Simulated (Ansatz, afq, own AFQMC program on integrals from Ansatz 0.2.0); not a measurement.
**AFQMC, coupled cluster and functionals along a coordinate of PF, triplet**

```yaml
atoms:
  - { symbol: F, position_ang: [0.0000, 0.0000, 0.0000] }
  - { symbol: P, position_ang: [0.0000, 0.0000, 1.5934] }
```

The F1–P2 distance is changed with both sides rigid. Energies in kJ/mol count from this geometry (1.593 Å) at the same level; the start stands on UHF, each point on the determinant named.

Basis cc-pVDZ. Only valence electrons are correlated. Integrals, coupled cluster, full CI and functionals: Ansatz 0.2.0; the random walks run on the same integrals in our own AFQMC program. The CISD trial takes its coefficients from CCSD amplitudes. Released means that phaseless walkers are propagated on without the constraint, phases kept. ± is one standard error of the sampling.

Cautions, each for one point or more: a spin-contaminated unrestricted determinant lies lower; higher spins were not checked; lower spins were not checked; strong correlation; the ph-AFQMC/CISD walk drifts between its halves; unrestricted determinant spin contaminated; walk and cluster series may follow different spin states.

| r(F1–P2) / Å | det. | T1 | weight | ⟨S²⟩ | B3LYP | PBE | CCSD(T) |
| --- | --- | --- | --- | --- | --- | --- | --- |
| 1.417 | UHF | 0.016 | 0.91 | 2.03 | 113.4 | 120.5 | 119.5 |
| 2.234 | ROHF | 0.041 | 0.86 | pure | 193.8 | 177.0 | 180.1 |
| 2.909 | UHF¶ | 0.023 | 0.90 | 2.97 | 355.7§ | 355.4§ | 323.9 |
| 4.317 | UHF¶ | 0.003 | 0.92 | 3.00 | 416.7§ | 428.1§ | 339.2 |

Task: Estimate the curve of CCSDT(Q), counted from the same start.

Result: 
```
r(F1–P2) / Å  det.     T1  weight  ⟨S²⟩  CCSDT(Q)  ph-AFQMC/CISD  released AFQMC
       1.417   UHF  0.016    0.91  2.03     120.2    120.1 ± 1.8     120.3 ± 2.2
       2.234  ROHF  0.041    0.86  pure     176.4    179.7 ± 3.1    177.2 ± 4.9*
       2.909  UHF¶  0.023    0.90  2.97     318.3    313.2 ± 2.2    317.7 ± 3.3*
       4.317  UHF¶  0.003    0.92  3.00     340.9    337.8 ± 2.0    337.2 ± 2.8*
```

Weight is that of the determinant in the CISD state; at the start T1 is 0.020 and the weight 0.91, and ⟨S²⟩ is 2.03. ¶ marks points with a poor determinant and no full CI, where no value is sure; they don't count among the departures. An asterisk marks released energies that aren't shown to be converged. § marks a functional whose ⟨S²⟩ is too high by over 0.1. Largest departures from CCSDT(Q), at the points where its series has closed: CCSD(T) 3.8 kJ/mol at 2.234 (on ROHF), ph-AFQMC/CISD 3.4 kJ/mol at 2.234 (on ROHF) (within the noise), B3LYP 17.4 kJ/mol at 2.234, PBE 0.6 kJ/mol at 2.234. Functionals count only at points shown to share the start's state and spin. In this small basis the wave-function levels are far from their limit, so their gap to the functionals isn't the functionals' error.

A walk keeps the symmetry of its determinant, which the program's search chose and which needn't be the lowest solution, so a lower state of the same spin and another symmetry isn't excluded.
